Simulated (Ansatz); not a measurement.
Molecular dynamics of AlBH$_{4}$O

Input:

```yaml
crystal:
  periodic: [false, false, false]
  atoms:
    - { symbol: O, position_ang: [-1.405756, -0.7041, -0.706976] }
    - { symbol: B, position_ang: [-0.375298, 0.173084, -0.637828] }
    - { symbol: Al, position_ang: [0.995073, 0.032926, 1.00766] }
    - { symbol: H, position_ang: [-1.969626, -0.5681, -1.477822] }
    - { symbol: H, position_ang: [-0.275343, 1.01014, -1.526394] }
    - { symbol: H, position_ang: [0.767842, 0.843315, 2.369017] }
    - { symbol: H, position_ang: [2.324308, -0.855264, 0.926644] }
basis:
  gaussian: { orbitals: def2-SVP }
hamiltonian:
  xc: pbe0
  dispersion: d4
md:
  timestep: 0.25
  n_steps: 250
  ensemble: nvt_nose_hoover
  temperature: 300.0
  initial_velocities: maxwell_boltzmann
  seed: 161835
  nose_hoover: { tau: 50.0, chain_length: 3 }
scf:
  lower_state_search: "off"
```

Command:

```bash
$ ansatz run input.yaml --threads 1 --pin off --max-ram 2048MiB --backend cpu --events-out ev --progress --plain --runs-dir out
```

It starts from a relaxed structure.

Output, in part (one step line in 5, the closing report, with atoms numbered from 0):

```
md step     0: t =     0.00 fs  T =   300.0 K  F+E_penalty+E_count = -9374.75388850 eV  E_kin = 0.193890 eV  conserved = -9374.55999850 eV  (12 SCF iters)
md step     5: t =     1.25 fs  T =   275.6 K  F+E_penalty+E_count = -9374.73811099 eV  E_kin = 0.178142 eV  conserved = -9374.55997102 eV  (13 SCF iters)
md step    10: t =     2.50 fs  T =   219.7 K  F+E_penalty+E_count = -9374.70185710 eV  E_kin = 0.141975 eV  conserved = -9374.55990259 eV  (14 SCF iters)
md step    15: t =     3.75 fs  T =   171.0 K  F+E_penalty+E_count = -9374.67029553 eV  E_kin = 0.110513 eV  conserved = -9374.55985878 eV  (13 SCF iters)
md step    20: t =     5.00 fs  T =   154.6 K  F+E_penalty+E_count = -9374.65962601 eV  E_kin = 0.099929 eV  conserved = -9374.55987405 eV  (13 SCF iters)
md step    25: t =     6.25 fs  T =   162.9 K  F+E_penalty+E_count = -9374.66483825 eV  E_kin = 0.105259 eV  conserved = -9374.55991811 eV  (13 SCF iters)
md step    30: t =     7.50 fs  T =   170.8 K  F+E_penalty+E_count = -9374.66977904 eV  E_kin = 0.110406 eV  conserved = -9374.55994555 eV  (13 SCF iters)
md step    35: t =     8.75 fs  T =   161.8 K  F+E_penalty+E_count = -9374.66363717 eV  E_kin = 0.104568 eV  conserved = -9374.55993641 eV  (13 SCF iters)
md step    40: t =    10.00 fs  T =   139.7 K  F+E_penalty+E_count = -9374.64897653 eV  E_kin = 0.090261 eV  conserved = -9374.55990420 eV  (13 SCF iters)
md step    45: t =    11.25 fs  T =   121.8 K  F+E_penalty+E_count = -9374.63709703 eV  E_kin = 0.078738 eV  conserved = -9374.55988162 eV  (13 SCF iters)
md step    50: t =    12.50 fs  T =   121.3 K  F+E_penalty+E_count = -9374.63637773 eV  E_kin = 0.078387 eV  conserved = -9374.55988215 eV  (13 SCF iters)
md step    55: t =    13.75 fs  T =   138.6 K  F+E_penalty+E_count = -9374.64711283 eV  E_kin = 0.089573 eV  conserved = -9374.55989133 eV  (13 SCF iters)
md step    60: t =    15.00 fs  T =   168.3 K  F+E_penalty+E_count = -9374.66568857 eV  E_kin = 0.108752 eV  conserved = -9374.55990397 eV  (13 SCF iters)
md step    65: t =    16.25 fs  T =   201.4 K  F+E_penalty+E_count = -9374.68634249 eV  E_kin = 0.130195 eV  conserved = -9374.55993230 eV  (13 SCF iters)
md step    70: t =    17.50 fs  T =   221.2 K  F+E_penalty+E_count = -9374.69812339 eV  E_kin = 0.142950 eV  conserved = -9374.55996364 eV  (13 SCF iters)
md step    75: t =    18.75 fs  T =   210.5 K  F+E_penalty+E_count = -9374.69013545 eV  E_kin = 0.136051 eV  conserved = -9374.55996104 eV  (13 SCF iters)
md step    80: t =    20.00 fs  T =   172.1 K  F+E_penalty+E_count = -9374.66423807 eV  E_kin = 0.111213 eV  conserved = -9374.55991528 eV  (13 SCF iters)
md step    85: t =    21.25 fs  T =   132.5 K  F+E_penalty+E_count = -9374.63775820 eV  E_kin = 0.085638 eV  conserved = -9374.55986383 eV  (13 SCF iters)
md step    90: t =    22.50 fs  T =   121.3 K  F+E_penalty+E_count = -9374.62972700 eV  E_kin = 0.078379 eV  conserved = -9374.55985451 eV  (13 SCF iters)
md step    95: t =    23.75 fs  T =   144.1 K  F+E_penalty+E_count = -9374.64365737 eV  E_kin = 0.093142 eV  conserved = -9374.55989673 eV  (13 SCF iters)
md step   100: t =    25.00 fs  T =   177.2 K  F+E_penalty+E_count = -9374.66392040 eV  E_kin = 0.114510 eV  conserved = -9374.55995200 eV  (13 SCF iters)
md step   105: t =    26.25 fs  T =   188.0 K  F+E_penalty+E_count = -9374.66952958 eV  E_kin = 0.121511 eV  conserved = -9374.55996910 eV  (13 SCF iters)
md step   110: t =    27.50 fs  T =   164.9 K  F+E_penalty+E_count = -9374.65314712 eV  E_kin = 0.106593 eV  conserved = -9374.55993347 eV  (13 SCF iters)
md step   115: t =    28.75 fs  T =   126.2 K  F+E_penalty+E_count = -9374.62685901 eV  E_kin = 0.081587 eV  conserved = -9374.55988060 eV  (14 SCF iters)
md step   120: t =    30.00 fs  T =   101.5 K  F+E_penalty+E_count = -9374.60986924 eV  E_kin = 0.065631 eV  conserved = -9374.55985346 eV  (13 SCF iters)
md step   125: t =    31.25 fs  T =   107.4 K  F+E_penalty+E_count = -9374.61267256 eV  E_kin = 0.069409 eV  conserved = -9374.55986182 eV  (13 SCF iters)
md step   130: t =    32.50 fs  T =   139.9 K  F+E_penalty+E_count = -9374.63247478 eV  E_kin = 0.090437 eV  conserved = -9374.55989147 eV  (13 SCF iters)
md step   135: t =    33.75 fs  T =   181.7 K  F+E_penalty+E_count = -9374.65773450 eV  E_kin = 0.117401 eV  conserved = -9374.55992834 eV  (13 SCF iters)
md step   140: t =    35.00 fs  T =   210.7 K  F+E_penalty+E_count = -9374.67432357 eV  E_kin = 0.136196 eV  conserved = -9374.55995144 eV  (13 SCF iters)
md step   145: t =    36.25 fs  T =   213.5 K  F+E_penalty+E_count = -9374.67361976 eV  E_kin = 0.137989 eV  conserved = -9374.55994446 eV  (14 SCF iters)
md step   150: t =    37.50 fs  T =   193.9 K  F+E_penalty+E_count = -9374.65846923 eV  E_kin = 0.125324 eV  conserved = -9374.55991128 eV  (14 SCF iters)
md step   155: t =    38.75 fs  T =   171.0 K  F+E_penalty+E_count = -9374.64135117 eV  E_kin = 0.110490 eV  conserved = -9374.55987491 eV  (13 SCF iters)
md step   160: t =    40.00 fs  T =   165.2 K  F+E_penalty+E_count = -9374.63547104 eV  E_kin = 0.106749 eV  conserved = -9374.55986620 eV  (13 SCF iters)
md step   165: t =    41.25 fs  T =   181.3 K  F+E_penalty+E_count = -9374.64363897 eV  E_kin = 0.117173 eV  conserved = -9374.55989537 eV  (13 SCF iters)
md step   170: t =    42.50 fs  T =   202.9 K  F+E_penalty+E_count = -9374.65501416 eV  E_kin = 0.131153 eV  conserved = -9374.55993189 eV  (13 SCF iters)
md step   175: t =    43.75 fs  T =   208.0 K  F+E_penalty+E_count = -9374.65536609 eV  E_kin = 0.134412 eV  conserved = -9374.55994049 eV  (13 SCF iters)
md step   180: t =    45.00 fs  T =   188.6 K  F+E_penalty+E_count = -9374.63993156 eV  E_kin = 0.121877 eV  conserved = -9374.55991829 eV  (13 SCF iters)
md step   185: t =    46.25 fs  T =   154.9 K  F+E_penalty+E_count = -9374.61562133 eV  E_kin = 0.100141 eV  conserved = -9374.55988285 eV  (13 SCF iters)
md step   190: t =    47.50 fs  T =   126.9 K  F+E_penalty+E_count = -9374.59534675 eV  E_kin = 0.082020 eV  conserved = -9374.55984791 eV  (13 SCF iters)
md step   195: t =    48.75 fs  T =   125.1 K  F+E_penalty+E_count = -9374.59224393 eV  E_kin = 0.080868 eV  conserved = -9374.55982785 eV  (13 SCF iters)
md step   200: t =    50.00 fs  T =   161.4 K  F+E_penalty+E_count = -9374.61346266 eV  E_kin = 0.104332 eV  conserved = -9374.55984509 eV  (13 SCF iters)
md step   205: t =    51.25 fs  T =   225.9 K  F+E_penalty+E_count = -9374.65200866 eV  E_kin = 0.145991 eV  conserved = -9374.55990316 eV  (14 SCF iters)
md step   210: t =    52.50 fs  T =   285.3 K  F+E_penalty+E_count = -9374.68617813 eV  E_kin = 0.184378 eV  conserved = -9374.55996276 eV  (14 SCF iters)
md step   215: t =    53.75 fs  T =   304.9 K  F+E_penalty+E_count = -9374.69392809 eV  E_kin = 0.197070 eV  conserved = -9374.55997573 eV  (18 SCF iters)
md step   220: t =    55.00 fs  T =   276.5 K  F+E_penalty+E_count = -9374.67069040 eV  E_kin = 0.178714 eV  conserved = -9374.55992418 eV  (18 SCF iters)
md step   225: t =    56.25 fs  T =   228.6 K  F+E_penalty+E_count = -9374.63551232 eV  E_kin = 0.147740 eV  conserved = -9374.55984368 eV  (14 SCF iters)
md step   230: t =    57.50 fs  T =   205.4 K  F+E_penalty+E_count = -9374.61701677 eV  E_kin = 0.132768 eV  conserved = -9374.55981171 eV  (14 SCF iters)
md step   235: t =    58.75 fs  T =   224.4 K  F+E_penalty+E_count = -9374.62585800 eV  E_kin = 0.145026 eV  conserved = -9374.55986459 eV  (14 SCF iters)
md step   240: t =    60.00 fs  T =   256.6 K  F+E_penalty+E_count = -9374.64281991 eV  E_kin = 0.165848 eV  conserved = -9374.55993752 eV  (14 SCF iters)
md step   245: t =    61.25 fs  T =   259.7 K  F+E_penalty+E_count = -9374.64057890 eV  E_kin = 0.167815 eV  conserved = -9374.55994797 eV  (14 SCF iters)
md step   250: t =    62.50 fs  T =   222.8 K  F+E_penalty+E_count = -9374.61280202 eV  E_kin = 0.143970 eV  conserved = -9374.55989824 eV  (13 SCF iters)
Total energy: -9374.61283124 eV, -344.5106672072 hartree
Atom 0 at    -1.359653    -0.740230    -0.742727 Å, force    -0.105056    -0.963122    -0.048737 eV/Å
Atom 1 at    -0.455660     0.240070    -0.593485 Å, force    -0.038589     0.921599    -0.305461 eV/Å
Atom 2 at     0.995792     0.036891     1.015558 Å, force     0.257080    -0.054963    -0.000962 eV/Å
Atom 3 at    -1.856962    -0.835208    -1.569273 Å, force     0.082749     0.554697     0.265292 eV/Å
Atom 4 at    -0.489949     1.196776    -1.404044 Å, force     0.199011    -0.501798     0.281515 eV/Å
Atom 5 at     1.476994     1.181792     2.071977 Å, force    -0.222568    -0.254203    -0.235642 eV/Å
Atom 6 at     1.827927    -1.364317     1.073257 Å, force    -0.172626     0.297790     0.043995 eV/Å
Dipole moment:    -0.358218    -0.037127    -0.371412 e Å
```

All steps were run. The conserved energy stayed within 0.027 meV per atom of its start (net change 0.014 meV per atom), so the integration is sound. The mean temperature of the second half is 33 % below the set value. A run of 0.062 ps of so small a system gives no equilibrium averages.

The same pairs are bonded in the first frame and the last. Pairs count as bonded within 1.25 times the sum of covalent radii (0.12 Å more for H–H).

Last frame:

```xyz
7
Properties=species:S:1:pos:R:3
O -1.360 -0.740 -0.743
B -0.456 0.240 -0.594
Al 0.996 0.037 1.016
H -1.857 -0.835 -1.569
H -0.490 1.197 -1.404
H 1.477 1.182 2.072
H 1.828 -1.364 1.073
```

Run time: 4.7 min on 1 thread of Arm Neoverse V1, on a shared host, peak memory 0.1 GiB.
